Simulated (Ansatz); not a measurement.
We consider hcp Ru, described by PBE-D4 in Ansatz (PAW).

Numerical settings: plane-wave cutoff 520 eV, 24×24×14 k mesh (along the axes of the cell as run), Fermi–Dirac smearing 0.05 eV, no spin polarisation, scalar-relativistic PAW data made under PBE.

Response to compression and expansion:

Shape and atoms are relaxed at each volume.

```csv
V (Å³/atom),P (GPa),c (Å),a (Å)
12.979,14.82,4.216,2.666
13.249,6.98,4.242,2.686
13.520,0.00,4.268,2.705
13.790,-6.21,4.294,2.723
14.060,-11.73,4.319,2.742
```

Note: the bulk modulus comes from volumes at which shape and atoms were relaxed.

Ansatz is a first-principles code.
